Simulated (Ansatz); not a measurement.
Ansatz (a program for electronic structure) input (B3LYP-D3(BJ)/def2-TZVP):

Ansatz 0.2 input:
```yaml
crystal:
  periodic: [false, false, false]
  atoms:
    - {symbol: Si, position_ang: [0.01194129, 0.36354946, -0.01895881]}
    - {symbol: H, position_ang: [-1.33597683, -0.22530254, 0.02057653]}
    - {symbol: H, position_ang: [1.35836087, -0.22993208, 0.00541114]}
basis:
  gaussian:
    orbitals: def2-TZVP
hamiltonian:
  xc: b3lyp
  dispersion: d3bj
total_charge: 1
magnetization: {spin_polarized: true, initial_magnetization: 1}
relax: {f_tol: 0.002, max_steps: 150}
```

End of the output:

```
mean field -7899.71412683 eV, -290.3091395423 hartree, gradient 1.1e-5 eV, S^2 0.752146; 0 other end points of the search recorded, 0 dependent functions left out
the calculation of the forces begins
reference -7899.71431693 eV, -290.3091465285 hartree; 8, 7 occupied and 41, 42 virtual orbitals, 349 factors
relax step   5: F+E_penalty+E_count = -7899.75804463 eV  Δ(F+E_penalty+E_count) = -1.097e-6 eV  max|allowed force component| = 8.409e-6 eV/Å  Δτ_max = 0.0003 Å  (20 SCF iters, accepted)
integrals: 0.01 GiB planned
349 factors; their error is unknown
mean field: 0.11 GiB planned
mean field -7899.71412683 eV, -290.3091395423 hartree, gradient 1.1e-5 eV, S^2 0.752146; 1 other end points of the search recorded, 0 dependent functions left out
the calculation of the forces begins
reference -7899.71431693 eV, -290.3091465285 hartree; 8, 7 occupied and 41, 42 virtual orbitals, 349 factors
Total energy: -7899.75823474 eV, -290.3107604781 hartree
Atom 0 at     0.012142     0.469667    -0.024695 Å, force    -0.000001     0.000008    -0.000000 eV/Å
Atom 1 at    -1.274723    -0.278484     0.023100 Å, force    -0.000008    -0.000004     0.000000 eV/Å
Atom 2 at     1.296905    -0.282868     0.008624 Å, force     0.000008    -0.000004     0.000000 eV/Å
Dipole moment:     0.000007     0.005351    -0.000289 e Å
```
